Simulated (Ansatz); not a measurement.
C$_{2}$H$_{7}$FN$_{2}$, SMILES `CC(N)(N)F`, one more setting.

```yaml
crystal:
  periodic: [false, false, false]
  atoms:
    - {symbol: C, position_ang: [-1.118648, 0.119998, 0.557776]}
    - {symbol: C, position_ang: [0.216775, 0.210857, -0.157329]}
    - {symbol: N, position_ang: [1.281515, -0.129702, 0.706183]}
    - {symbol: N, position_ang: [0.356181, -0.575957, -1.347860]}
    - {symbol: F, position_ang: [0.310362, 1.550247, -0.599245]}
    - {symbol: H, position_ang: [-1.918153, 0.422020, -0.119719]}
    - {symbol: H, position_ang: [-1.139806, 0.781689, 1.426606]}
    - {symbol: H, position_ang: [-1.295342, -0.903670, 0.889614]}
    - {symbol: H, position_ang: [2.166147, -0.006705, 0.230496]}
    - {symbol: H, position_ang: [1.266312, 0.418810, 1.554263]}
    - {symbol: H, position_ang: [-0.398009, -0.383240, -1.993633]}
    - {symbol: H, position_ang: [0.349667, -1.559449, -1.113052]}
basis:
  gaussian: {orbitals: def2-TZVPD}
hamiltonian: {xc: {name: rPW86-PBE}, dispersion: d4}
```

```sh
$ ansatz run in.yaml --threads 4 --pin off --events-out ev --progress --plain --max-ram 10444MiB
```

It prints (some lines left out):

```
Functional definition: rPW86-PBE
1260 factors; their error is unknown
mean field evaluation 1: about -7885.5436 eV, gradient 9.9e1 eV
mean field evaluation 2: about -7836.0225 eV, gradient 1.7e2 eV
mean field evaluation 4: about -7903.8071 eV, gradient 1.8e1 eV
mean field evaluation 8: about -7904.3369 eV, gradient 3.5e-1 eV
mean field evaluation 16: about -7904.2941 eV, gradient 7.4e-4 eV
mean field -7904.29414674 eV, -290.4774521696 hartree, gradient 6.8e-5 eV, S^2 0.000000; 0 other end points of the search recorded, 0 dependent functions left out
reference -7904.29427526 eV, -290.4774568927 hartree; 21, 21 occupied and 230, 230 virtual orbitals, 1260 factors
Total energy: -7904.52136144 eV, -290.4858021558 hartree
```

Run time 5.5 s (4 threads of an Arm Neoverse V1 on a shared host); peak host memory 0.36 GiB.
